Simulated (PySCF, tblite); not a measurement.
# PH3O4: deprotonation, part 2 of 2

tblite 0.8.0 and PySCF 2.14.0. Atoms count from 0. Earlier steps stand in the parts before.

## Step 13: Single point (PH2O4−): wB97X-D3(BJ)/ma-def2-TZVP in tetrahydrofuran

Geometry: PBE0-D3(BJ)/ma-def2-SVP.

Job settings and geometry (Å):

```
{"job": {"kind": "sp", "xc": "wB97X", "basis": "ma-def2-TZVP", "d3": "d3bj", "grid": 2, "solvent": "tetrahydrofuran"}, "charge": -1, "multiplicity": 1}
O     -0.972500     1.384117     0.458611
P     -0.239869     0.126621     0.076194
O     -0.808807    -1.034305    -0.693790
O      1.148966     0.611065    -0.722289
O      0.409718    -0.510211     1.481178
H      1.296547     1.523314    -0.450615
H      0.543223    -1.446640     1.299355
```

Log:

```text
final grid: 67504 points
cycle   1  E = -643.9621303368  dE = -1.840e-03  |g| = 2.699e-02  |ddm| = 2.291e-01
cycle   2  E = -643.9622555768  dE = -1.252e-04  |g| = 2.350e-02  |ddm| = 5.618e-02
cycle   3  E = -643.9623452777  dE = -8.970e-05  |g| = 5.396e-03  |ddm| = 1.605e-02
cycle   4  E = -643.9623541119  dE = -8.834e-06  |g| = 1.917e-03  |ddm| = 1.048e-02
cycle   5  E = -643.9623553366  dE = -1.225e-06  |g| = 6.510e-04  |ddm| = 3.984e-03
cycle   6  E = -643.9623554341  dE = -9.745e-08  |g| = 1.805e-04  |ddm| = 6.149e-04
cycle   7  E = -643.9623554462  dE = -1.208e-08  |g| = 4.847e-05  |ddm| = 2.788e-04
cycle   8  E = -643.9623554477  dE = -1.585e-09  |g| = 6.370e-06  |ddm| = 1.510e-04
converged SCF energy = -643.9623554477
```

Wall time 6.2 s (1 thread of Arm Neoverse V1, shared host); peak memory 0.7 GiB.

## Step 14: Deprotonation: wB97X-D3(BJ)/ma-def2-TZVP

This step combines the energies above: geometries from PBE0-D3(BJ)/ma-def2-SVP, zero-point and thermal terms from PBE0-D3(BJ)/ma-def2-SVP.

Job settings and geometry (Å):

```
{"job": {"kind": "ac", "geom": {"xc": "PBE0", "basis": "ma-def2-SVP", "d3": "d3bj", "grid": 1}, "hess": 1, "level": {"xc": "wB97X", "basis": "ma-def2-TZVP", "d3": "d3bj", "solvents": ["tetrahydrofuran"]}}, "charge": 0, "multiplicity": 1}
O     -1.123071     1.019132     0.615414
P     -0.105326     0.102666     0.054391
O     -0.636205    -0.975555    -1.008427
O      1.102532     0.794451    -0.742654
O      0.676608    -0.822102     1.107324
H     -1.349406    -0.620114    -1.553605
H      1.353537     1.639388    -0.348677
H      0.101583    -1.115830     1.825095
```

Output (the driver's rows laid out field by field):

```text
deprotonation site by site, wB97X-D3(BJ)/ma-def2-TZVP // PBE0-D3(BJ)/ma-def2-SVP

row 1
  formula                 H2O4P
  charge                  -1
  multiplicity            1
  smiles                  O=P([O-])(O)O
  kept                    yes
  pieces                  1
  point_group             C2
  atom                    2
  element                 O
  electronic              1406.57
  enthalpy                1381.26
  free_energy             1351.76
  solution                tetrahydrofuran 1162.96
  share_gas               1.0
  share_solution          tetrahydrofuran 1.0
```

Wall time 3.8 min (1 thread of Arm Neoverse V1, shared host); peak memory 0.7 GiB.

Energy needed to remove a proton (kJ/mol, gas phase, 298 K for the thermal columns):

```csv
site,product,electronic,enthalpy,free energy
O2,O=P([O-])(O)O,1406.6,1381.3,1351.8
```

Free energies in a continuum (kJ/mol, same sign; the bare proton is left unsolvated, so these are no solution acidities or basicities): tetrahydrofuran: O2 1163.0.

## Step 15: Single point (PH3O4): OPBE/def2-SVP

Geometry: PBE0-D3(BJ)/ma-def2-SVP.

Job settings and geometry (Å):

```
{"job": {"kind": "sp", "xc": "OPBE", "basis": "def2-SVP", "grid": 2}, "charge": 0, "multiplicity": 1}
O     -1.123071     1.019132     0.615414
P     -0.105326     0.102666     0.054391
O     -0.636205    -0.975555    -1.008427
O      1.102532     0.794451    -0.742654
O      0.676608    -0.822102     1.107324
H     -1.349406    -0.620114    -1.553605
H      1.353537     1.639388    -0.348677
H      0.101583    -1.115830     1.825095
```

Log:

```text
coarse grid: 7832 points
cycle   1  E = -643.1579571961  dE =  1.155e+00  |g| = 1.314e+00  |ddm| = 3.214e+00
cycle   2  E = -642.3018663619  dE =  8.561e-01  |g| = 2.405e+00  |ddm| = 2.963e+00
cycle   3  E = -643.4253315160  dE = -1.123e+00  |g| = 5.403e-01  |ddm| = 2.297e+00
cycle   4  E = -643.4842484397  dE = -5.892e-02  |g| = 1.056e-01  |ddm| = 5.040e-01
cycle   5  E = -643.4861277498  dE = -1.879e-03  |g| = 3.462e-02  |ddm| = 1.017e-01
cycle   6  E = -643.4863913470  dE = -2.636e-04  |g| = 6.862e-03  |ddm| = 3.938e-02
cycle   7  E = -643.4864017529  dE = -1.041e-05  |g| = 9.245e-04  |ddm| = 6.162e-03
cycle   8  E = -643.4864019119  dE = -1.590e-07  |g| = 2.094e-04  |ddm| = 6.893e-04
final grid: 72880 points
cycle   9  E = -643.6215116917  dE = -5.280e-05  |g| = 2.348e-02  |ddm| = 5.443e-02
cycle  10  E = -643.6213595068  dE =  1.522e-04  |g| = 3.687e-02  |ddm| = 4.198e-02
cycle  11  E = -643.6216044808  dE = -2.450e-04  |g| = 5.719e-03  |ddm| = 2.863e-02
cycle  12  E = -643.6216107246  dE = -6.244e-06  |g| = 1.690e-03  |ddm| = 5.757e-03
cycle  13  E = -643.6216112908  dE = -5.663e-07  |g| = 2.108e-04  |ddm| = 1.505e-03
cycle  14  E = -643.6216113007  dE = -9.879e-09  |g| = 3.316e-05  |ddm| = 2.177e-04
converged SCF energy = -643.6216113007
```

Wall time 4.2 s (1 thread of Arm Neoverse V1, shared host).

## Step 16: Single point (PH₂O₄−): OPBE/def2-SVP

Geometry: PBE0-D3(BJ)/ma-def2-SVP.

Job settings and geometry (Å):

```
{"job": {"kind": "sp", "xc": "OPBE", "basis": "def2-SVP", "grid": 2}, "charge": -1, "multiplicity": 1}
O     -0.972500     1.384117     0.458611
P     -0.239869     0.126621     0.076194
O     -0.808807    -1.034305    -0.693790
O      1.148966     0.611065    -0.722289
O      0.409718    -0.510211     1.481178
H      1.296547     1.523314    -0.450615
H      0.543223    -1.446640     1.299355
```

Log:

```text
coarse grid: 7208 points
cycle   1  E = -642.5281374944  dE =  1.021e+00  |g| = 1.446e+00  |ddm| = 3.113e+00
cycle   2  E = -641.5075297159  dE =  1.021e+00  |g| = 2.624e+00  |ddm| = 3.583e+00
cycle   3  E = -642.8804552100  dE = -1.373e+00  |g| = 4.773e-01  |ddm| = 2.822e+00
cycle   4  E = -642.9246132887  dE = -4.416e-02  |g| = 1.359e-01  |ddm| = 4.975e-01
cycle   5  E = -642.9277715040  dE = -3.158e-03  |g| = 3.718e-02  |ddm| = 1.150e-01
cycle   6  E = -642.9280742868  dE = -3.028e-04  |g| = 6.299e-03  |ddm| = 4.389e-02
cycle   7  E = -642.9280839036  dE = -9.617e-06  |g| = 9.424e-04  |ddm| = 7.290e-03
final grid: 67504 points
cycle   8  E = -643.0648286595  dE = -2.452e-05  |g| = 2.662e-02  |ddm| = 5.723e-02
cycle   9  E = -643.0646049639  dE =  2.237e-04  |g| = 4.341e-02  |ddm| = 5.185e-02
cycle  10  E = -643.0649504173  dE = -3.455e-04  |g| = 6.023e-03  |ddm| = 3.566e-02
cycle  11  E = -643.0649575502  dE = -7.133e-06  |g| = 1.471e-03  |ddm| = 6.080e-03
cycle  12  E = -643.0649579665  dE = -4.163e-07  |g| = 1.824e-04  |ddm| = 1.296e-03
cycle  13  E = -643.0649579730  dE = -6.515e-09  |g| = 8.400e-05  |ddm| = 2.292e-04
converged SCF energy = -643.0649579730
```

It took 3.4 s on 1 thread of Arm Neoverse V1, shared host.

## Step 17: Deprotonation: OPBE/def2-SVP

This step combines the energies above: geometries from PBE0-D3(BJ)/ma-def2-SVP, zero-point and thermal terms from PBE0-D3(BJ)/ma-def2-SVP.

Job settings and geometry (Å):

```
{"job": {"kind": "ac", "geom": {"xc": "PBE0", "basis": "ma-def2-SVP", "d3": "d3bj", "grid": 1}, "hess": 1, "level": {"xc": "OPBE", "basis": "def2-SVP"}}, "charge": 0, "multiplicity": 1}
O     -1.123071     1.019132     0.615414
P     -0.105326     0.102666     0.054391
O     -0.636205    -0.975555    -1.008427
O      1.102532     0.794451    -0.742654
O      0.676608    -0.822102     1.107324
H     -1.349406    -0.620114    -1.553605
H      1.353537     1.639388    -0.348677
H      0.101583    -1.115830     1.825095
```

Output (the driver's rows laid out field by field):

```text
deprotonation site by site, OPBE/def2-SVP // PBE0-D3(BJ)/ma-def2-SVP

row 1
  formula                 H2O4P
  charge                  -1
  multiplicity            1
  smiles                  O=P([O-])(O)O
  kept                    yes
  pieces                  1
  point_group             C2
  atom                    2
  element                 O
  electronic              1461.49
  enthalpy                1436.19
  free_energy             1406.68
  share_gas               1.0
```

Wall time 7.6 s (1 thread of Arm Neoverse V1, shared host).

Energy needed to remove a proton (kJ/mol, gas phase, 298 K for the thermal columns):

```csv
site,product,electronic,enthalpy,free energy
O2,O=P([O-])(O)O,1461.5,1436.2,1406.7
```

## Step 18: Single point (PH₃O₄): wB97X-D3(BJ)/pcseg-2

Geometry: PBE0-D3(BJ)/ma-def2-SVP.

Job settings and geometry (Å):

```
{"job": {"kind": "sp", "xc": "wB97X", "basis": "pcseg-2", "d3": "d3bj", "grid": 2, "scf": {"level_shift": 0.3, "max_cycle": 100}}, "charge": 0, "multiplicity": 1}
O     -1.123071     1.019132     0.615414
P     -0.105326     0.102666     0.054391
O     -0.636205    -0.975555    -1.008427
O      1.102532     0.794451    -0.742654
O      0.676608    -0.822102     1.107324
H     -1.349406    -0.620114    -1.553605
H      1.353537     1.639388    -0.348677
H      0.101583    -1.115830     1.825095
```

Log:

```text
final grid: 72880 points
cycle   1  E = -644.1074786916  dE =  1.132e+00  |g| = 1.220e+00  |ddm| = 2.519e+00
cycle   2  E = -644.3049112573  dE = -1.974e-01  |g| = 8.131e-01  |ddm| = 1.082e+00
cycle   3  E = -644.4003366382  dE = -9.543e-02  |g| = 1.444e-01  |ddm| = 3.111e-01
cycle   4  E = -644.4043183645  dE = -3.982e-03  |g| = 3.861e-02  |ddm| = 8.486e-02
cycle   5  E = -644.4047088534  dE = -3.905e-04  |g| = 1.383e-02  |ddm| = 3.649e-02
cycle   6  E = -644.4047600103  dE = -5.116e-05  |g| = 4.278e-03  |ddm| = 1.337e-02
cycle   7  E = -644.4047677472  dE = -7.737e-06  |g| = 1.240e-03  |ddm| = 6.396e-03
cycle   8  E = -644.4047688681  dE = -1.121e-06  |g| = 4.916e-04  |ddm| = 2.843e-03
cycle   9  E = -644.4047690452  dE = -1.771e-07  |g| = 1.691e-04  |ddm| = 1.219e-03
cycle  10  E = -644.4047690701  dE = -2.498e-08  |g| = 6.160e-05  |ddm| = 4.998e-04
cycle  11  E = -644.4047690737  dE = -3.542e-09  |g| = 2.237e-05  |ddm| = 2.007e-04
level shift removed, Fock matrix diagonalised once more
converged SCF energy = -644.4047690737
```

It took 9.2 s on 1 thread of Arm Neoverse V1, shared host; peak memory 0.72 GiB.

## Step 19: Single point (PH₂O₄−): wB97X-D3(BJ)/pcseg-2

Geometry: PBE0-D3(BJ)/ma-def2-SVP.

Job settings and geometry (Å):

```
{"job": {"kind": "sp", "xc": "wB97X", "basis": "pcseg-2", "d3": "d3bj", "grid": 2, "scf": {"level_shift": 0.3, "max_cycle": 100}}, "charge": -1, "multiplicity": 1}
O     -0.972500     1.384117     0.458611
P     -0.239869     0.126621     0.076194
O     -0.808807    -1.034305    -0.693790
O      1.148966     0.611065    -0.722289
O      0.409718    -0.510211     1.481178
H      1.296547     1.523314    -0.450615
H      0.543223    -1.446640     1.299355
```

Log:

```text
final grid: 67504 points
cycle   1  E = -643.5086229894  dE =  8.692e-01  |g| = 1.351e+00  |ddm| = 2.455e+00
cycle   2  E = -643.7308611388  dE = -2.222e-01  |g| = 9.564e-01  |ddm| = 1.198e+00
cycle   3  E = -643.8596105996  dE = -1.287e-01  |g| = 1.941e-01  |ddm| = 3.601e-01
cycle   4  E = -643.8660903084  dE = -6.480e-03  |g| = 4.357e-02  |ddm| = 1.100e-01
cycle   5  E = -643.8665745401  dE = -4.842e-04  |g| = 1.389e-02  |ddm| = 4.558e-02
cycle   6  E = -643.8666323286  dE = -5.779e-05  |g| = 4.343e-03  |ddm| = 1.697e-02
cycle   7  E = -643.8666411156  dE = -8.787e-06  |g| = 1.286e-03  |ddm| = 7.593e-03
cycle   8  E = -643.8666425771  dE = -1.461e-06  |g| = 4.953e-04  |ddm| = 3.543e-03
cycle   9  E = -643.8666428074  dE = -2.303e-07  |g| = 1.831e-04  |ddm| = 1.501e-03
cycle  10  E = -643.8666428410  dE = -3.357e-08  |g| = 7.137e-05  |ddm| = 6.017e-04
cycle  11  E = -643.8666428464  dE = -5.377e-09  |g| = 2.832e-05  |ddm| = 2.508e-04
level shift removed, Fock matrix diagonalised once more
converged SCF energy = -643.8666428464
```

Run time: 7.6 s. Hardware: 1 thread of Arm Neoverse V1, shared host; peak memory 0.67 GiB.

## Step 20: Single point (PH₃O₄): wB97X-D3(BJ)/pcseg-2 in 1,4-dioxane

Geometry: PBE0-D3(BJ)/ma-def2-SVP.

Job settings and geometry (Å):

```
{"job": {"kind": "sp", "xc": "wB97X", "basis": "pcseg-2", "d3": "d3bj", "grid": 2, "solvent": "1,4-dioxane", "scf": {"level_shift": 0.3, "max_cycle": 100}}, "charge": 0, "multiplicity": 1}
O     -1.123071     1.019132     0.615414
P     -0.105326     0.102666     0.054391
O     -0.636205    -0.975555    -1.008427
O      1.102532     0.794451    -0.742654
O      0.676608    -0.822102     1.107324
H     -1.349406    -0.620114    -1.553605
H      1.353537     1.639388    -0.348677
H      0.101583    -1.115830     1.825095
```

Log:

```text
final grid: 72880 points
cycle   1  E = -644.1257422609  dE =  1.114e+00  |g| = 1.207e+00  |ddm| = 2.519e+00
cycle   2  E = -644.3210107459  dE = -1.953e-01  |g| = 7.927e-01  |ddm| = 1.041e+00
cycle   3  E = -644.4115636929  dE = -9.055e-02  |g| = 1.391e-01  |ddm| = 3.013e-01
cycle   4  E = -644.4153524419  dE = -3.789e-03  |g| = 3.626e-02  |ddm| = 8.307e-02
cycle   5  E = -644.4157164475  dE = -3.640e-04  |g| = 1.366e-02  |ddm| = 3.565e-02
cycle   6  E = -644.4157675439  dE = -5.110e-05  |g| = 4.165e-03  |ddm| = 1.327e-02
cycle   7  E = -644.4157753809  dE = -7.837e-06  |g| = 1.267e-03  |ddm| = 6.480e-03
cycle   8  E = -644.4157765548  dE = -1.174e-06  |g| = 5.051e-04  |ddm| = 2.884e-03
cycle   9  E = -644.4157767420  dE = -1.872e-07  |g| = 1.696e-04  |ddm| = 1.244e-03
cycle  10  E = -644.4157767672  dE = -2.519e-08  |g| = 6.061e-05  |ddm| = 4.967e-04
cycle  11  E = -644.4157767706  dE = -3.432e-09  |g| = 2.161e-05  |ddm| = 1.957e-04
level shift removed, Fock matrix diagonalised once more
converged SCF energy = -644.4157767706
```

It took 9.8 s on 1 thread of Arm Neoverse V1, shared host; peak memory 0.72 GiB.

## Step 21: Single point (PH₂O₄−): wB97X-D3(BJ)/pcseg-2 in 1,4-dioxane

Geometry: PBE0-D3(BJ)/ma-def2-SVP.

Job settings and geometry (Å):

```
{"job": {"kind": "sp", "xc": "wB97X", "basis": "pcseg-2", "d3": "d3bj", "grid": 2, "solvent": "1,4-dioxane", "scf": {"level_shift": 0.3, "max_cycle": 100}}, "charge": -1, "multiplicity": 1}
O     -0.972500     1.384117     0.458611
P     -0.239869     0.126621     0.076194
O     -0.808807    -1.034305    -0.693790
O      1.148966     0.611065    -0.722289
O      0.409718    -0.510211     1.481178
H      1.296547     1.523314    -0.450615
H      0.543223    -1.446640     1.299355
```

Log:

```text
final grid: 67504 points
cycle   1  E = -643.5724053045  dE =  8.055e-01  |g| = 1.343e+00  |ddm| = 2.455e+00
cycle   2  E = -643.7926039529  dE = -2.202e-01  |g| = 9.405e-01  |ddm| = 1.169e+00
cycle   3  E = -643.9168686805  dE = -1.243e-01  |g| = 1.895e-01  |ddm| = 3.490e-01
cycle   4  E = -643.9231143745  dE = -6.246e-03  |g| = 4.123e-02  |ddm| = 1.066e-01
cycle   5  E = -643.9235639969  dE = -4.496e-04  |g| = 1.396e-02  |ddm| = 4.382e-02
cycle   6  E = -643.9236219680  dE = -5.797e-05  |g| = 4.321e-03  |ddm| = 1.665e-02
cycle   7  E = -643.9236309519  dE = -8.984e-06  |g| = 1.295e-03  |ddm| = 7.692e-03
cycle   8  E = -643.9236324359  dE = -1.484e-06  |g| = 4.955e-04  |ddm| = 3.571e-03
cycle   9  E = -643.9236326592  dE = -2.232e-07  |g| = 1.919e-04  |ddm| = 1.462e-03
cycle  10  E = -643.9236326933  dE = -3.415e-08  |g| = 7.287e-05  |ddm| = 5.966e-04
cycle  11  E = -643.9236326988  dE = -5.496e-09  |g| = 2.726e-05  |ddm| = 2.599e-04
level shift removed, Fock matrix diagonalised once more
converged SCF energy = -643.9236326988
```

It took 7.9 s on 1 thread of Arm Neoverse V1, shared host; peak memory 0.67 GiB.

## Step 22: Single point (PH₃O₄): BP86/ma-def2-TZVP

Geometry: PBE0-D3(BJ)/ma-def2-SVP.

Job settings and geometry (Å):

```
{"job": {"kind": "sp", "xc": "BP86", "basis": "ma-def2-TZVP", "grid": 2}, "charge": 0, "multiplicity": 1}
O     -1.123071     1.019132     0.615414
P     -0.105326     0.102666     0.054391
O     -0.636205    -0.975555    -1.008427
O      1.102532     0.794451    -0.742654
O      0.676608    -0.822102     1.107324
H     -1.349406    -0.620114    -1.553605
H      1.353537     1.639388    -0.348677
H      0.101583    -1.115830     1.825095
```

Log:

```text
coarse grid: 7832 points
cycle   1  E = -643.9970263156  dE =  1.211e+00  |g| = 1.503e+00  |ddm| = 2.370e+00
cycle   2  E = -642.6876178987  dE =  1.309e+00  |g| = 2.979e+00  |ddm| = 3.089e+00
cycle   3  E = -644.3204725436  dE = -1.633e+00  |g| = 5.542e-01  |ddm| = 2.517e+00
cycle   4  E = -644.3741082035  dE = -5.364e-02  |g| = 1.706e-01  |ddm| = 4.388e-01
cycle   5  E = -644.3786947625  dE = -4.587e-03  |g| = 3.569e-02  |ddm| = 9.442e-02
cycle   6  E = -644.3789512679  dE = -2.565e-04  |g| = 1.069e-02  |ddm| = 3.422e-02
cycle   7  E = -644.3789735971  dE = -2.233e-05  |g| = 1.551e-03  |ddm| = 7.654e-03
cycle   8  E = -644.3789739803  dE = -3.833e-07  |g| = 3.592e-04  |ddm| = 9.459e-04
final grid: 72880 points
cycle   9  E = -644.3832021438  dE = -5.136e-05  |g| = 5.092e-03  |ddm| = 2.772e-02
cycle  10  E = -644.3831910557  dE =  1.109e-05  |g| = 9.211e-03  |ddm| = 7.368e-03
cycle  11  E = -644.3832045525  dE = -1.350e-05  |g| = 2.367e-03  |ddm| = 6.703e-03
cycle  12  E = -644.3832053829  dE = -8.305e-07  |g| = 1.030e-03  |ddm| = 1.958e-03
cycle  13  E = -644.3832055614  dE = -1.784e-07  |g| = 1.219e-04  |ddm| = 5.847e-04
cycle  14  E = -644.3832055633  dE = -1.896e-09  |g| = 6.111e-05  |ddm| = 1.018e-04
converged SCF energy = -644.3832055633
```

It took 14 s on 1 thread of Arm Neoverse V1, shared host.

## Step 23: Single point (PH2O4−): BP86/ma-def2-TZVP

Geometry: PBE0-D3(BJ)/ma-def2-SVP.

Job settings and geometry (Å):

```
{"job": {"kind": "sp", "xc": "BP86", "basis": "ma-def2-TZVP", "grid": 2}, "charge": -1, "multiplicity": 1}
O     -0.972500     1.384117     0.458611
P     -0.239869     0.126621     0.076194
O     -0.808807    -1.034305    -0.693790
O      1.148966     0.611065    -0.722289
O      0.409718    -0.510211     1.481178
H      1.296547     1.523314    -0.450615
H      0.543223    -1.446640     1.299355
```

Log:

```text
coarse grid: 7208 points
cycle   1  E = -643.3791437238  dE =  1.067e+00  |g| = 1.624e+00  |ddm| = 2.310e+00
cycle   2  E = -638.0706519174  dE =  5.308e+00  |g| = 4.180e+00  |ddm| = 9.217e+01
cycle   3  E = -643.5411787030  dE = -5.471e+00  |g| = 1.202e+00  |ddm| = 9.211e+01
cycle   4  E = -643.8258062011  dE = -2.846e-01  |g| = 2.952e-01  |ddm| = 8.222e-01
cycle   5  E = -643.8385741911  dE = -1.277e-02  |g| = 2.161e-01  |ddm| = 4.896e-01
cycle   6  E = -643.8474214677  dE = -8.847e-03  |g| = 3.154e-02  |ddm| = 1.977e-01
cycle   7  E = -643.8476114254  dE = -1.900e-04  |g| = 6.920e-03  |ddm| = 4.064e-02
cycle   8  E = -643.8476210461  dE = -9.621e-06  |g| = 1.603e-03  |ddm| = 8.711e-03
final grid: 67504 points
cycle   9  E = -643.8538860192  dE = -3.658e-05  |g| = 7.655e-03  |ddm| = 3.321e-02
cycle  10  E = -643.8538550753  dE =  3.094e-05  |g| = 1.524e-02  |ddm| = 1.322e-02
cycle  11  E = -643.8538934467  dE = -3.837e-05  |g| = 2.827e-03  |ddm| = 1.088e-02
cycle  12  E = -643.8538946083  dE = -1.162e-06  |g| = 1.152e-03  |ddm| = 2.465e-03
cycle  13  E = -643.8538948778  dE = -2.695e-07  |g| = 2.025e-04  |ddm| = 8.150e-04
cycle  14  E = -643.8538948831  dE = -5.267e-09  |g| = 1.203e-04  |ddm| = 2.291e-04
cycle  15  E = -643.8538948855  dE = -2.432e-09  |g| = 2.667e-05  |ddm| = 9.118e-05
converged SCF energy = -643.8538948855
```

Run time: 13 s. Hardware: 1 thread of Arm Neoverse V1, shared host.

## Step 24: Deprotonation: BP86/ma-def2-TZVP

This step combines the energies above: geometries from PBE0-D3(BJ)/ma-def2-SVP, zero-point and thermal terms from PBE0-D3(BJ)/ma-def2-SVP.

Job settings and geometry (Å):

```
{"job": {"kind": "ac", "geom": {"xc": "PBE0", "basis": "ma-def2-SVP", "d3": "d3bj", "grid": 1}, "hess": 1, "level": {"xc": "BP86", "basis": "ma-def2-TZVP"}}, "charge": 0, "multiplicity": 1}
O     -1.123071     1.019132     0.615414
P     -0.105326     0.102666     0.054391
O     -0.636205    -0.975555    -1.008427
O      1.102532     0.794451    -0.742654
O      0.676608    -0.822102     1.107324
H     -1.349406    -0.620114    -1.553605
H      1.353537     1.639388    -0.348677
H      0.101583    -1.115830     1.825095
```

Output (the driver's rows laid out field by field):

```text
deprotonation site by site, BP86/ma-def2-TZVP // PBE0-D3(BJ)/ma-def2-SVP

row 1
  formula                 H2O4P
  charge                  -1
  multiplicity            1
  smiles                  O=P([O-])(O)O
  kept                    yes
  pieces                  1
  point_group             C2
  atom                    2
  element                 O
  electronic              1389.7
  enthalpy                1364.4
  free_energy             1334.9
  share_gas               1.0
```

It took 27 s on 1 thread of Arm Neoverse V1, shared host.

Energy needed to remove a proton (kJ/mol, gas phase, 298 K for the thermal columns):

```csv
site,product,electronic,enthalpy,free energy
O2,O=P([O-])(O)O,1389.7,1364.4,1334.9
```

## Step 25: Results

The summary covers parts 1 to 2.

| quantity | value |
| --- | --- |
| strongest single infrared mode (GFN2-xTB) | 1270 cm⁻¹, 476 km/mol |
| zero-point energy (GFN2-xTB) | 28.5 kcal/mol |
| point group | C3 |
| rotational constants (main isotopes) | 4.45, 4.41, 4.40 GHz |
| ΔH of deprotonation, O2 (wB97X-D3(BJ)/ma-def2-TZVP) | 1381.3 kJ/mol |
| ΔH of deprotonation, O2 (OPBE/def2-SVP) | 1436.2 kJ/mol |
| ΔH of deprotonation, O2 (BP86/ma-def2-TZVP) | 1364.4 kJ/mol |

In words: No mode is imaginary among the 18: a minimum at this level. The strongest single mode, at 1270 cm⁻¹, moves mainly O0 and P1. GFN2-xTB is a fitted tight-binding method: band positions and strengths are rough. Its intensities can rank the bands wrongly. Over 3 steps the energy fell by 0.052 eV; of the close pairs, P1–O4 changed most, 1.588 to 1.605 Å (PBE0/ma-def2-SVP). The ΔH of deprotonation at O2 is 1381.3 kJ/mol at wB97X-D3(BJ)/ma-def2-TZVP; zero-point and thermal terms move it by -25.3 kJ/mol from the electronic value. def2-SVP has no diffuse functions, so free anions lie too high and their energies here are off.
